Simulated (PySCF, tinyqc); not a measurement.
RHF in the sto-6g basis, for LiH, spin multiplicity 1, step by step. The lowest restricted solution is unstable here: a spin-polarised one lies 0.0392 hartree lower (PySCF). One step of it, computed by the program tinyqc.

Task: Iteration 2: DIIS coefficients. Solve [B -1; -1 0][c; lambda] = [0; -1] for the coefficients, which sum to one.

B (overlaps of the stored error matrices):
```
,1,2
1,4.7862350e-02,6.6747393e-05
2,6.6747393e-05,1.1636893e-01
```

Give: DIIS coefficients.

Result:

DIIS coefficients: 0.7087  0.2913
